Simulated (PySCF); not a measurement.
Redox energetics: carbonyl sulfide

Molecule: `O=C=S` (COS). Non-hydrogen atoms are numbered in `[O:1]=[C:2]=[S:3]`.

These are calculated values, ωB97X-D3(BJ)/ma-def2-TZVP in PySCF (grid level 2) at geometries from PBE0-D3(BJ)/ma-def2-SVP. ωB97X-D3(BJ) is ωB97X-V with D3(BJ) in place of VV10. Zero-point and thermal terms (298.15 K, 1 bar) come from unscaled PBE0-D3(BJ)/ma-def2-SVP harmonic frequencies, with soft modes damped to free rotors in the entropy.

Frontier levels of the parent: HOMO -11.02 eV, LUMO 0.98 eV.

Oxidation to the radical cation:
* Vertical ionisation energy (electronic): 11.33 eV
* Adiabatic ionisation energy (with zero-point energy): 11.20 eV
* Adiabatic, electronic part: 11.22 eV
* Vertical gap at the product's structure: 11.09 eV
* Inner reorganisation energy (four-point): 235 meV
* Relaxation of product / of parent: 111 / 123 meV
* ⟨S²⟩ of the product: 0.760
* Largest spin populations: S3 0.89, O1 0.19
* Largest changes of atomic charge: S3 0.62, O1 0.27, C2 0.11
* Distances that move most (Å): C2–S3 1.565 → 1.632; O1–C2 1.156 → 1.130
* Potential in dichloromethane: 8.57 V absolute, 3.87 V against Fc+/Fc computed at 4.70 V (solvation -3 → -255 kJ/mol)

Reduction to the radical anion:
| Property | Result |
| --- | --- |
| Vertical electron affinity (electronic) | -0.89 eV |
| Adiabatic electron affinity (with zero-point energy) | 0.11 eV |
| Adiabatic, electronic part | 0.04 eV |
| Vertical gap at the product's structure | 1.63 eV |
| ⟨S²⟩ of the product | 0.757 |
| Largest spin populations | C2 0.59, O1 0.22, S3 0.18 |
| Largest changes of atomic charge | S3 -0.51, C2 -0.29, O1 -0.20 |
| Distances that move most (Å) | C2–S3 1.565 → 1.699; O1–C2 1.156 → 1.206 |
| Potential in dichloromethane | 2.42 V absolute, -2.29 V against Fc+/Fc computed at 4.70 V (solvation -3 → -218 kJ/mol) |

Solvents are IEF-PCM continua (electrostatics only, gas-phase structures); absolute potentials refer to an electron at rest in vacuum. Fc+/Fc in dichloromethane, 4.70 V, is ωB97X-D3(BJ)/ma-def2-TZVP on PBE0-D3(BJ)/def2-SVP structures with GFN2-xTB thermal terms. Benchmark calculations put it near 5.0 V in acetonitrile and DMSO, so it is about 0.3 V low, and the value against it can read up to that much too high.

Measured values (NIST Chemistry WebBook, evaluated or the median of agreeing entries): adiabatic ionisation energy 11.18 eV (computed 11.20, difference 0.02).

Note: a negative vertical affinity means that the electron isn't bound at that structure, so the value and what is derived from it hang on the basis.

Differences come from unrounded values, so a last digit can differ from that of the printed terms.
